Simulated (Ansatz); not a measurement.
Relaxation of BH₆NSi (9 atoms, charge 0, multiplicity 1), to a largest force component of 0.015 eV/Å in at most 40 steps.

Theory: Ansatz 0.2.0, RKS r2SCAN-D4/def2-SVP.

```xyz
9
Properties=species:S:1:pos:R:3
B -1.054 0.721 -0.898
Si 0.524 0.162 -0.049
N 0.152 -1.291 0.917
H -1.698 -0.038 -1.446
H -1.098 1.835 -1.413
H 1.044 1.248 0.821
H 1.557 -0.157 -1.070
H 1.122 -1.546 1.384
H -0.462 -0.981 1.735
```

Task: Where does it end, and by what steps?

Result: It converged. After 15 steps the energy has fallen by 0.777 eV; H4 moved furthest, 0.92 Å.

```
step  energy less start (eV)  largest force component (eV/Å)  accepted
   0                  0.0000                           2.486       yes
   1                 -0.5859                           1.136       yes
   2                 -0.5893                           1.407       yes
   3                 -0.7249                           0.168       yes
   4                 -0.7155                           0.568        no
   5                 -0.7444                           0.111       yes
   6                 -0.7551                           0.068       yes
   7                 -0.7646                           0.064       yes
   8                 -0.7629                           0.459        no
   9                 -0.7702                           0.034       yes
  10                 -0.7737                           0.113       yes
  11                 -0.7691                           0.272        no
  12                 -0.7746                           0.141       yes
  13                 -0.7763                           0.043       yes
  14                 -0.7766                           0.025       yes
  15                 -0.7767                           0.009       yes
```

```xyz
9
Properties=species:S:1:pos:R:3
B -1.025 0.735 -1.043
Si 0.597 0.201 0.006
N 0.331 -1.268 0.899
H -2.139 0.365 -0.750
H -0.934 1.520 -1.959
H 0.894 1.445 0.824
H 1.817 -0.001 -0.838
H 1.092 -1.672 1.438
H -0.544 -1.370 1.407
```

Time of the run: 27 s on 1 thread of Intel(R) Xeon(R) 6975P-C (Granite Rapids) (shared host), peak memory 0.17 GiB.
